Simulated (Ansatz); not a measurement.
Input for Ansatz (development build ahead of 0.2.0):

```yaml
crystal:
  periodic: [false, false, false]
  atoms:
    - { symbol: C, position_ang: [0.0, 0.0, 0.6675] }
    - { symbol: C, position_ang: [0.0, 0.0, -3.3374] }
    - { symbol: H, position_ang: [0.0, 0.9228, 1.2377] }
    - { symbol: H, position_ang: [0.0, -0.9228, 1.2377] }
    - { symbol: H, position_ang: [0.0, 0.9228, -3.9076] }
    - { symbol: H, position_ang: [0.0, -0.9228, -3.9076] }
basis:
  gaussian: { orbitals: pcseg-2 }
magnetization:
  spin_polarized: true
hamiltonian:
  xc: pbe0
```

The input is written out in the form of the current development build from the run's settings.

Results

| Property | Result |
| --- | --- |
| Converged | yes |
| Total energy | -78.22238 hartree |
| Spin squared of the determinant | 2.002 |
| Stability test | minimum |

Caution: the unrestricted determinant is a mixture of spin states.
